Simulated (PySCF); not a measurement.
Compound: 5-methyl-1,3-cyclopentadiene, C6H8.
Structure used (PBE0-D3(BJ)/def2-SVP), in Å, numbered top down from 1:
```xyz
14
C6H8 angstrom
C      1.749   -0.260    0.122
C      0.283   -0.092    0.522
C     -0.411    1.075   -0.118
C     -1.529    0.648   -0.741
C     -1.648   -0.802   -0.570
C     -0.602   -1.247    0.156
H      2.341    0.623    0.407
H      2.195   -1.138    0.614
H      1.838   -0.396   -0.967
H      0.237    0.043    1.623
H     -0.042    2.100   -0.066
H     -2.242    1.270   -1.285
H     -2.461   -1.410   -0.972
H     -0.402   -2.279    0.449
```

Computed with PySCF at CAM-B3LYP/def2-SVPD, non-relativistic, on one gas-phase PBE0-D3(BJ)/def2-SVP geometry that isn't relaxed in the solvent. The solvent is an IEF-PCM continuum (Bondi radii, 1.10 Å for H, scaled by 1.2). Only the electrostatic response of the medium enters.

Gas phase at CAM-B3LYP/def2-SVPD: HOMO -7.60 eV, LUMO 0.45 eV, dipole 0.48 D.

Question: What does the continuum do to the energy, the frontier levels and the dipole at CAM-B3LYP/def2-SVPD in acetone and acetonitrile?

Answer: 
| solvent | ε | E(solvent) − E(gas) (kJ/mol) | polarisation term (kJ/mol) | distortion of the solute (kJ/mol) | HOMO (eV) | LUMO (eV) | dipole (D) |
| --- | --- | --- | --- | --- | --- | --- | --- |
| acetone | 20.49 | -8.79 | -9.82 | 1.03 | -7.64 | 0.47 | 0.74 |
| acetonitrile | 35.69 | -9.14 | -10.25 | 1.11 | -7.64 | 0.46 | 0.75 |

The polarisation term is half the interaction of the solute with the surface charges that it induces; the rest is the cost of distorting the solute's density. The sum is the electrostatic part of solvation alone. From acetone to acetonitrile the lowering changes by a factor 1.04, Onsager's factor (ε − 1)/(2ε + 1) by 1.03 and ε itself by 1.7.

Question: How does the static polarisability (CAM-B3LYP/def2-SVPD, frozen core, with the continuum's full static response) change?

Answer: 
| medium | isotropic (au) | principal values (au) | ⟨r²⟩ of the electrons (bohr²) |
| --- | --- | --- | --- |
| gas | 68.1 | 51.6, 70.5, 82.2 | 531.0 |
| acetone | 92.8 | 71.1, 96.8, 110.7 | 530.3 |
| acetonitrile | 94.0 | 72.1, 97.9, 111.8 | 530.3 |

The isotropic value in acetonitrile is 1.38 times the gas-phase one; no cavity-field correction is applied. ⟨r²⟩ is taken about the centre of nuclear charge.
